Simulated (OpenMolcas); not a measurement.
**SiHCl2 (SMILES Cl[SiH]Cl): the vertical ionisation energy from total energies**

SiHCl2 has 4 atoms, charge 0, and is taken as a doublet. SMILES: `Cl[SiH]Cl`. The shape is that of a PBE0-D4/def2-TZVP optimisation.

```
atom    x (Å)    y (Å)    z (Å)
  Cl  -1.6466   0.1778   0.8894
  Si   0.1876  -0.4142   0.2000
  Cl   0.2509  -0.2813  -1.8417
   H   1.2082   0.5177   0.7524
```

Both states at this one shape; open shells run unrestricted unless said. 1 Eh = 27.2114 eV.

```tsv
level	program	doublet SiHCl2 (Eh)	singlet [SiHCl2]+ (Eh)
U-r2SCAN/STO-3G	OpenMolcas	-1197.118928	-1196.841504
UPBE0/STO-3G	OpenMolcas	-1196.770049	-1196.487372
```

Question: Work out the vertical ionisation energy at each level.

Answer: 
1. U-r2SCAN/STO-3G: -1196.841504 − (-1197.118928) = 0.277424 Eh = 7.55 eV.
2. UPBE0/STO-3G: -1196.487372 − (-1196.770049) = 0.282677 Eh = 7.69 eV.

No measured value is set beside it here; the levels span 7.55 to 7.69 eV. Minimal sets are far from the basis-set limit.
